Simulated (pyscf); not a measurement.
# Routes from H₂N–SiH(Cl)–Cl + HF

Candidate steps break at most two bonds and form at most two. Each was searched with GFN2-xTB (tblite) first. Optimised with ωB97X-D3(BJ)/def2-SVP in PySCF. Energies: ωB97M-D3(BJ)/def2-TZVP, kcal/mol, from the separated reactants, singlet surface; ΔG‡ with ideal gas, 1 atm, RRHO with modes under 100 cm⁻¹ raised to 100, one conformer, R ln 2 for chiral ones without a mode under 150 cm⁻¹.

```csv
products,type,ΔE‡,ΔE,ΔG‡ 298 K,ΔG‡ 900 K,ν‡ (cm⁻¹)
NH₃ + F–SiH(Cl)–Cl,four-centre exchange,6.7,-18.7,17.4,40.8,761i
H₂N–Si(F)(Cl)–Cl + H₂,four-centre exchange,25.0,-31.4,35.2,58.4,1072i
H₂N–SiH(Cl)–Cl + HF,four-centre exchange,31.4,0.0,40.3,62.1,1746i
```

Row 1: On the reactant side the descent ends in a bound adduct, 8.2 kcal/mol under the separated species and 14.8 kcal/mol under the saddle at ωB97X-D3(BJ)/def2-TZVP. On the product side the descent ends in an adduct with a N–Si contact (not fully relaxed), 6.7 kcal/mol under the separated species and 31.2 kcal/mol under the saddle at ωB97X-D3(BJ)/def2-TZVP. Row 3: On the reactant side the descent ends in a bound adduct, 8.2 kcal/mol under the separated species and 39.7 kcal/mol under the saddle at ωB97X-D3(BJ)/def2-TZVP. On the product side the descent ends in a bound adduct, 8.2 kcal/mol under the separated species and 39.7 kcal/mol under the saddle at ωB97X-D3(BJ)/def2-TZVP. 

Plain bond fissions and candidates not yet searched are not listed, and one of them may be faster. Each barrier is that of the saddle found; lower ones may exist.
